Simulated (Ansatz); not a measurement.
**Cubic perovskite KTaO3: lattice parameter a by level of theory**

No measured value is used here.

```tsv
level (code)	value (Å)
LDA (Ansatz)	3.952
PBE (Ansatz)	4.025
r²SCAN-D4 (Ansatz)	3.985
PBE0 (Ansatz)	3.986
Hartree–Fock (Ansatz)	[?]
```

**Question.** Some entries are withheld; supply them.

**Answer.** 
- Hartree–Fock (Ansatz, a quantum-chemistry and plane-wave program), value (Å): 3.992

Density-functional levels without +SOC have no spin–orbit coupling. LDA, PBE, r²SCAN-D4, PBE0, Hartree–Fock: the relaxation could not lower the start's symmetry, so the cell can be a saddle point above a distorted one. Cutoffs and k meshes differ between the levels. Ansatz's density-functional and Hartree–Fock values are scalar-relativistic unless marked +SOC, with PAW data made under PBE.
